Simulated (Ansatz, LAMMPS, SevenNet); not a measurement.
**fcc Ir: properties by level of theory**

Reference values: elastic constant C11 590 GPa (measured, temperature not stated, no zero-point or thermal correction; as tabulated in Mehl and Papaconstantopoulos (1996), arXiv:mtrl-th/9602003); elastic constant C44 262 GPa (measured, temperature not stated, not corrected to a static lattice; as tabulated in Mehl and Papaconstantopoulos (1996), arXiv:mtrl-th/9602003).

```json
[
 {"level (code)": "Lennard-Jones jacobson2022 (LAMMPS)", "elastic constant C11 (GPa)": "888", "elastic constant C44 (GPa)": "508"},
 {"level (code)": "Lennard-Jones kanhaiya2021 (LAMMPS)", "elastic constant C11 (GPa)": "436", "elastic constant C44 (GPa)": "249"},
 {"level (code)": "SevenNet-0", "elastic constant C11 (GPa)": "370", "elastic constant C44 (GPa)": "85.9"},
 {"level (code)": "LDA (Ansatz)", "elastic constant C11 (GPa)": "672", "elastic constant C44 (GPa)": "292"}
]
```

Differences from the reference values (errors of the level alone only where the reference is corrected to a static lattice):

```tsv
level	elastic constant C11 (%)	elastic constant C44 (%)
Lennard-Jones jacobson2022	+51	+94
Lennard-Jones kanhaiya2021	-26	-5.0
SevenNet-0	-37	-67
LDA	+13.9	+11.5
```

Nearest: elastic constant C11, not ranked (reference at room or unstated temperature); elastic constant C44, not ranked (reference at room or unstated temperature). Empirical potentials aren't ranked on values they can be fitted to.

Empirical potentials (Lennard-Jones jacobson2022, Lennard-Jones kanhaiya2021) are fitted to chosen data: where that held the value shown, agreement is built in, and what lay outside the fit can be far off. Machine-learned potentials (SevenNet-0) are trained on DFT data: a solid inside that data is no test of them.

Ansatz's density-functional and Hartree–Fock values are scalar-relativistic unless marked +SOC, with PAW data made under PBE.

Unless a cell is named, each level is at its own relaxed cell (Lennard-Jones jacobson2022 14.04, Lennard-Jones kanhaiya2021 14.03, SevenNet-0 14.58, LDA 13.84 Å³/atom).

Differences are worked out from the printed values.

The computed numbers hold no vibrational or temperature effects.

Ansatz is an electronic-structure program.
